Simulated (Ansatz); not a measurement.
`O=C1C=CCC=C1` → `O=C1C=CC=CC1`  (isomerisation)

Calculated with Ansatz (gas phase, PBE0-D4/def2-TZVP geometries, no zero-point term in ΔE). CCSD(T)/CBS adds triple-zeta CCSD(T) − MP2 to the extrapolated MP2 energy (def2 sets, frozen cores). DFT in def2-TZVPP.

`O=C1C=CCC=C1`:

Cartesian coordinates in Å:
```
O 2.545 0.788 0.808
C 1.433 0.444 0.455
C 0.218 0.948 1.113
C -1.001 0.570 0.725
C -1.230 -0.381 -0.391
C 0.008 -0.878 -1.040
C 1.227 -0.501 -0.653
H 0.371 1.644 1.930
H -1.880 0.960 1.230
H -1.824 -1.234 -0.031
H -1.879 0.087 -1.146
H -0.113 -1.577 -1.863
H 2.124 -0.872 -1.137
```

`O=C1C=CC=CC1`:

Z-matrix (Å, degrees):
```
C
C 1 1.485
C 1 1.517 2 117.0
H 1 1.097 2 110.3 3 123.0
H 1 1.098 2 110.2 3 -122.7
C 2 1.336 1 121.7 3 0.4
H 2 1.085 1 117.8 3 -179.7
C 3 1.461 1 117.0 2 -0.6
O 3 1.214 1 120.7 2 179.5
C 6 1.448 2 120.6 1 -0.1
H 6 1.084 2 120.7 1 179.9
H 8 1.084 3 116.7 1 -179.7
H 10 1.086 6 117.9 2 179.9
```

Is it downhill or uphill in electronic energy at CCSD(T)/CBS, and by how much? (An estimate is asked.)

The calculation gave: Uphill: ΔE = +6.7 kJ/mol.

What do these levels give: CAM-B3LYP-D4, PBE-QIDH, r2SCAN, r2SCANh, BHLYP, MP2/def2-SVP? (An estimate is asked.)

Ansatz gave: CAM-B3LYP-D4 5.9, PBE-QIDH 6.9, r2SCAN 4.1, r2SCANh 4.7, BHLYP 7.4, MP2/def2-SVP 4.6 kJ/mol.

Largest T1 diagnostic among the species: 0.015.

In def2-TZVPP, CCSD(T) changes the Hartree–Fock value by −4.1 kJ/mol (the triples alone add −1.3 kJ/mol) and MP2 by −4.4 kJ/mol. From BLYP to BHLYP (50 % exact exchange), in def2-TZVPP and without D4, ΔE moves by +3.8 kJ/mol.
